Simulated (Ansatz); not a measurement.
**How the lattice parameter a of Zn (model structure, started from the omega type, P6/mmm, No. 191, 3 atoms in the cell) moves with the method**

No measured value is used here.

```json
[
 {"level (code)": "PBE (Ansatz)", "value (Å)": "4.467"},
 {"level (code)": "PBEsol (Ansatz)", "value (Å)": "?"},
 {"level (code)": "PBE-D3(BJ) (Ansatz)", "value (Å)": "4.372"}
]
```

**Question.** Complete the blanks.

**Answer.** 
- PBEsol (Ansatz, a first-principles code), value (Å): 4.353

Ansatz's density-functional and Hartree–Fock values are scalar-relativistic unless marked +SOC, with PAW data made under PBE.

A model structure was made by putting elements into a prototype or built by hand; it is no filed structure, need not be a known phase, and can be a saddle point held by its symmetry.
